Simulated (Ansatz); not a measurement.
This script drives Ansatz's Python interface.

`relaxed_scan_ch4ssi.py`
```python
'''One bond of CH4SSi held at set lengths while the rest relaxes.'''

import warnings

import ansatz as az
from ase import Atoms
import numpy as np


def main() -> None:
    warnings.simplefilter('ignore', az.DeckWarning)

    atoms = Atoms(['C', 'Si', 'S', 'H', 'H', 'H', 'H'], positions=[
        [-0.8601, 0.607, -0.2413],
        [0.302, -0.0554, 0.9407],
        [1.6235, -1.3422, -0.1299],
        [-1.4161, -0.1241, -0.7473],
        [-0.4079, 1.2264, -1.0524],
        [-1.6156, 1.3333, 0.2508],
        [2.4354, -1.713, 0.9336],
    ])
    ch4ssi = az.Crystal.molecule_from_ase(atoms)

    calculation = (
        ch4ssi.calculation()
        .basis(gaussian='def2-SVP')
        .functional('hf')
        .accuracy('medium')
    )
    symbols = [site.symbol for site in ch4ssi.cartesian_sites]
    pairs = [(0, 1), (0, 3), (0, 4), (0, 5), (1, 2), (2, 6)]
    print('held (A)   E (eV)        ', '  '.join(f'{symbols[i]}{i}-{symbols[j]}{j}' for i, j in pairs))
    for length in [0.96, 1.05, 1.13, 1.26, 1.42]:
        summary = calculation.relax(constraints=[az.DistanceConstraint((0, 3), at=length)], force_tolerance=0.02, max_steps=60).run(threads=1).report
        xyz = np.array(summary['positions_ang'])
        print(f'{length:6.2f} {summary["free_energy_ev"]:14.5f}  ', '  '.join(f'{np.linalg.norm(xyz[i] - xyz[j]):.3f}' for i, j in pairs))


if __name__ == '__main__':
    main()
```

It is started by `python relaxed_scan_ch4ssi.py`. Estimate its wall time and peak memory on 1 thread of Intel(R) Xeon(R) Platinum 8488C (Sapphire Rapids), on a shared host.

It took about 48 s, with a peak of 0.21 GiB, for 5 runs of the engine.

```console
$ python relaxed_scan_ch4ssi.py
held (A)   E (eV)         C0-Si1  C0-H3  C0-H4  C0-H5  Si1-S2  S2-H6
  0.96   -19766.17731   1.911  0.960  1.098  1.093  2.149  1.336
  1.05   -19766.54832   1.912  1.050  1.097  1.092  2.149  1.336
  1.13   -19766.56567   1.910  1.130  1.093  1.092  2.149  1.336
  1.26   -19766.24786   1.904  1.260  1.091  1.091  2.148  1.336
  1.42   -19765.58255   1.895  1.420  1.089  1.089  2.151  1.336
```

Reading the output:
- These settings explore the input space; basis and method may be short of convergence.
- The energies are electronic: no zero-point or thermal terms, and the basis set is short of its limit.
- The script silences the warnings on its input, which a real study should read.

(Lines on the test bed's own set-up are left out of the output.)
